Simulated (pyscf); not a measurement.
Single points on ωB97X-D3(BJ)/def2-SVP structures (PySCF, gas phase). Correlated levels are frozen-core, on RHF or UHF. ΔMP2 is the change of the MP2 total energy from the triple- to the quadruple-zeta basis.

Problem. Estimate by transition-state theory the rate constant of hydrogen peroxide (HO–OH) + methyl (CH₃•) → hydroxyl (OH•) + methanol (H₃C–OH) (doublet surface; O–O broken, C–O formed) at 600 K, with CCSD(T)/def2-TZVPP + ΔMP2(QZVPP) energies (ideal gas, 1 atm, RRHO with modes under 100 cm⁻¹ raised to 100, one conformer, R ln 2 for rigid chiral ones; no tunnelling).

Solution. The electronic barrier is 12.2 kcal/mol and the thermal terms add +17.6, so ΔG‡ = 29.8 kcal/mol. With k_BT/h = 1.25e+13 s⁻¹ and RT = 1.192 kcal/mol, and a volume of 8.18e-20 cm³ per molecule at 1 atm, k = 1.5e-17 cm³ molecule⁻¹ s⁻¹. Wigner's tunnelling factor for 928i cm⁻¹ would be 1.21. A shift of 1 kcal/mol in the barrier changes k by a factor 2.3. On the product side the descent ends in a complex (not fully relaxed), 6.8 kcal/mol under the separated species and 63.6 kcal/mol under the saddle at ωB97X-D3(BJ)/def2-TZVP. The same reactants have a lower exit, to •O–OH + CH₄ (barrier +5.4 kcal/mol at ωB97M-D3(BJ), against +12.1 kcal/mol here). This is the saddle that the search found; another between the same sides may lie lower. The angle at the attacked O is 170°. The CCSD(T) − MP2 part came from Ansatz, without density fitting, on the same reference. A UHF reference is spin-contaminated (<S²> up to 1.12), which harms MP2 most.
